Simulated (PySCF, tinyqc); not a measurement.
Worked calculation: RKS/PBE in the sto-3g basis, for CH2, spin multiplicity 1. The lowest restricted solution is unstable here: a spin-polarised one lies 0.0221 hartree lower (PySCF). Computed by tinyqc, a small Python program that keeps every step (integrals from PySCF). Settings: charge = 0, multiplicity = 1, basis = sto-3g, energy threshold = 1e-10, iteration cap = 68, orthogonalisation = symmetric, start = Wolfsberg-Helmholz matrix, DIIS depth = 0, method = RKS, functional = pbe,pbe, grid = [20, 86]. Command: `OMP_NUM_THREADS=1 python tinyqc.py 28384 28385 out.jsonl` (the two numbers bound the seeds that draw the settings). One thread of a shared host (Intel(R) Xeon(R) Processor @ 2.60GHz), about 1 s of CPU time with the checks.

Geometry (angstrom):
```
atom        x         y        z
C     0.00000   0.00000  0.00000
H     0.00000   1.30500  0.64300
H     0.00000  -1.28900  0.63500
```

Stop when the energy changes by less than 1e-10 hartree and every element of the error matrix X^T (F D S - S D F) X is below 3e-06.

Course of the cycle:
```
iteration  E (hartree)     change  largest element of the error matrix
1          -38.1045254          -                             4.36e-01
2          -37.8380545   2.66e-01                             4.71e-01
3          -37.5100023   3.28e-01                             6.18e-01
4          -37.5517835  -4.18e-02                             5.23e-01
5          -37.3155364   2.36e-01                             6.33e-01
6          -37.3913934  -7.59e-02                             5.50e-01
7          -37.2151423   1.76e-01                             6.62e-01
8          -37.2913903  -7.62e-02                             5.57e-01
9          -37.1730037   1.18e-01                             6.69e-01
10         -37.2572421  -8.42e-02                             5.55e-01
11         -37.1611602   9.61e-02                             6.67e-01
12         -37.2456705  -8.45e-02                             5.52e-01
13         -37.1568992   8.88e-02                             6.63e-01
14         -37.2406181  -8.37e-02                             5.49e-01
...                ...        ...                                  ...
55         -37.1514442   8.26e-02                             6.43e-01
56         -37.2340773  -8.26e-02                             5.40e-01
57         -37.1514432   8.26e-02                             6.43e-01
58         -37.2340764  -8.26e-02                             5.40e-01
59         -37.1514425   8.26e-02                             6.43e-01
60         -37.2340757  -8.26e-02                             5.40e-01
61         -37.1514419   8.26e-02                             6.43e-01
62         -37.2340752  -8.26e-02                             5.40e-01
63         -37.1514416   8.26e-02                             6.43e-01
64         -37.2340748  -8.26e-02                             5.40e-01
65         -37.1514413   8.26e-02                             6.43e-01
66         -37.2340745  -8.26e-02                             5.40e-01
67         -37.1514411   8.26e-02                             6.43e-01
68         -37.2340743  -8.26e-02                             5.40e-01
```

Can the last value be used, and what does the course show?

Not by the stop rule. Not converged within the cap of 68 iterations: the residual has stopped falling: the iteration swings between two states. Reruns (cap 100 unless said): DIIS 8: converged in 10; damping 0.5: not converged; level shift 0.5: converged in 25; atomic densities as start, DIIS 8: converged in 11; the original settings with a cap of 400: not converged. PySCF RKS in the same basis, fine grid = -38.4622509 hartree, which differs from a converged run on this coarse grid by the grid error.
